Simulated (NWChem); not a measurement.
System: Na, doublet

Computed with NWChem. Spin-unrestricted. No stability test was run on the SCF state.

**Question.** Estimate the computed values for PBE0/cc-pVTZ. Quantities: highest occupied level (eV); lowest empty minus highest occupied level, either spin (eV); <S²>.

**Answer.** 
```
Item                                                         Value
-----------------------------------------------------------  -----
highest occupied level (eV)                                  -3.60
lowest empty minus highest occupied level, either spin (eV)   2.77
<S²>                                                         0.750
```
